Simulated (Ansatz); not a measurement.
AsF⁺, doublet: the ladder up to UCCSDT(Q)

Geometry: that of the AsF, singlet, kept fixed.

```yaml
atoms:
  - { symbol: F, position_ang: [0.0000, 0.0000, 0.0000] }
  - { symbol: As, position_ang: [0.0000, 0.0000, 1.7370] }
```

Basis cc-pVDZ; Ansatz 0.2.0. Correlated methods freeze the noble-gas cores and the filled d shells of p-block atoms, which leaves 11 electrons in 26 orbitals. R marks a restricted (for open shells ROHF) determinant, U an unrestricted one. Active spaces: valence = (11e, 8o) chosen from the atoms' valence shells. No spin–orbit coupling is included, and no scalar relativity.

Full CI isn't at hand for all of this; UCCSDT(Q) serves as the reference, and is uncertain by about the last step of the cluster series. The frozen core follows each run's orbitals, which can shift R against U totals by a few meV for light atoms and by up to 0.1 eV past Ca.

```
UHF ⟨S²⟩                          : 0.762
T1 diagnostic (RCCSD)             : 0.0313
largest doubles amplitude (RCCSD) : 0.068
T1 diagnostic (UCCSD)             : 0.0296
```

| level | E − E(UCCSDT(Q)) (kJ/mol) | share of correlation (%) | wall time |
| --- | --- | --- | --- |
| UHF | 745.1 | 1.46 | – |
| UMP2 | 58.7 | 92.24 | – |
| UCCSD | 26.0 | 96.56 | – |
| UCCSD(T) | 5.1 | 99.33 | 5.5 s |
| UCCSDT | 2.8 | 99.63 | – |

The correlation energy at UCCSDT(Q), counted from RHF, is -7.836 eV. That run took 14 s on 1 thread of Intel Xeon Platinum 8259CL, shared host.

Run but not shown, since their state or frozen core can't be matched to the reference's or they repeat it: RHF, RMP2, RCCSD, RCCSD(T), BCCD(T), RCCSDT, RCCSDT(Q), CASSCF (valence space), NEVPT2 (valence space), MRCISD (valence space), MRCISD+Q (valence space).

Times hold each run's SCF and search for its determinant on a shared host, so for small cases they say little of a method's own cost; they ran on 1 thread of Intel Xeon Platinum 8259CL.

Natural occupations of CASSCF (valence space) about the gap: 1.998 1.993 1.968 1.964 1.006 0.038 0.033; effectively unpaired electrons, Σ n²(2−n)², 1.02.
